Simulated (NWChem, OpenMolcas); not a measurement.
How basis sets differ on CH4FSi (SMILES C[SiH]F)

The species is CH4FSi (7 atoms), meant as a doublet with charge 0. SMILES: `C[SiH]F`. The coordinates come from a PBE0-D4/def2-TZVP relaxation.

```xyz
7

C    -0.6535    0.3895   -0.2980
Si    0.9174   -0.5941   -0.1041
F     0.6407   -1.8128    0.9096
H    -1.4449   -0.2078   -0.7541
H    -0.4702    1.2609   -0.9317
H    -1.0007    0.7383    0.6796
H     2.0113    0.2260    0.4987
```

Quantity: the electronic atomisation energy, in eV. The values are calculated. Electronic energies at fixed atoms, without zero-point motion or spin-orbit coupling.

```
                             level             kind     program  value (eV)  CPU time (all runs)
               UM06-2X/DGauss-DZVP  hybrid meta-GGA      NWChem       24.92                 19 s
                      UM06-2X/MINI  hybrid meta-GGA      NWChem       19.07                8.1 s
UM06-2X/SBKJC-VDZ (core potential)  hybrid meta-GGA      NWChem       23.22                 11 s
                 UM06-2X/jorge-DZP  hybrid meta-GGA      NWChem       24.63                 24 s
                 UM06-2X/jorge-TZP  hybrid meta-GGA      NWChem       25.47                 87 s
  UM06-2X/LANL2DZ (core potential)  hybrid meta-GGA      NWChem       23.82                 12 s
                     UM06-2X/MIDI!  hybrid meta-GGA      NWChem       25.44                 14 s
               UM06-2X/aug-cc-pVDZ  hybrid meta-GGA  OpenMolcas       24.78              1.7 min
```

The values span 19.07 to 25.47 eV. Without the sets that lack polarisation functions the rows with a basis span only 24.63 to 25.47 eV. CPU times are rough (shared hosts, several kinds of processor and program).
